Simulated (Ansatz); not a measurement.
# CF+ (singlet): from Hartree-Fock to the top rungs, cc-pVDZ

An exercise on one series of results from a longer session: the logs are not shown, and one member is left open.

Computed with Ansatz 0.2.0, Gaussian basis. Level: cc-pVDZ, core rule «outside noble gas», up to 2 orbitals frozen.

To be run: UHF; CCSD(T) on RHF; BCCD(T) on RHF; CISD; CCSDT(Q) on RHF; CISDTQ; CCSDTQ on RHF; CASSCF and MRCISD+Q, 10 electrons in 8 orbitals; CASSCF and NEVPT4(SD), 10 electrons in 8 orbitals; CASSCF and NEVPT2, 10 electrons in 8 orbitals.

1 further run of the same task is left out (set aside as unsound or not needed).

## What is computed

The geometry is a PBE0/def2-TZVP stationary point (not a proven minimum) of the parent state, kept for this charge and spin.

2 atoms, charge 1, spin multiplicity 1.

Atoms are counted from 1 here; the program's logs count them from 0.

Bond lengths: C1–F2 1.207 Å.

The first run:

in.yaml reads:

```yaml
crystal:
  periodic: [false, false, false]
  atoms:
    - {symbol: C, position_ang: [0.000000, 0.000000, 0.000000]}
    - {symbol: F, position_ang: [0.000000, 0.000000, 1.206700]}
basis:
  gaussian: {orbitals: cc-pVDZ}
total_charge: 1
magnetization: {spin_polarized: true, initial_magnetization: 0}
hamiltonian: {xc: hf}
output: {orbitals: {seedname: orbitals}}
```

Started as:

```console
> ansatz run in.yaml --threads 1 --pin off --events-out ev --progress --plain --max-ram 4096MiB --backend cpu
```

Among the steps run: UHF; CCSD(T) on RHF; BCCD(T) on RHF; CISD; CCSDT(Q) on RHF; CISDTQ; CCSDTQ on RHF; CASSCF and MRCISD+Q, 10 electrons in 8 orbitals; CASSCF and NEVPT4(SD), 10 electrons in 8 orbitals; CASSCF and NEVPT2, 10 electrons in 8 orbitals.

One of the session's tables, all rows but one given; the rest of the session is left out.

| method | from RCCSDTQ (kcal/mol) |
| --- | --- |
| RHF | +193.71 |
| RMP2 | ? |
| CISD | +18.78 |
| RCCSD | +7.30 |
| RCCSD(T) | +0.86 |
| BCCD(T) | +0.55 |
| RCCSDT | +0.45 |
| CISDTQ | +1.07 |
| RCCSDT(Q) | -0.08 |
| RCCSDTQ | 0 |
| CASSCF valence | +113.16 |
| NEVPT2 valence | +25.73 |
| NEVPT4(SD) valence | +5.98 |
| MRCISD valence | +7.82 |
| MRCISD+Q valence | +3.32 |

Estimate the missing values for RMP2.

As computed: from RCCSDTQ (kcal/mol): +16.92. In the column «from RCCSDTQ (kcal/mol)» it lies between MRCISD valence (+7.82) and CISD (+18.78).

Some runs used a GPU and others CPU threads alone; cost is compared among the CPU runs only.

Among the levels timed on like hardware, those that no quicker one beats, quickest first: RCCSD(T) (0.24 s, +0.86 kcal/mol); BCCD(T) (0.3 s, +0.55 kcal/mol); RCCSDT(Q) (1.5 s, -0.08 kcal/mol).

Limits of these values: Of the multireference levels listed MRCISD+Q valence comes nearest in total energy (+3.32 kcal/mol), which doesn't show that its space is the better one.
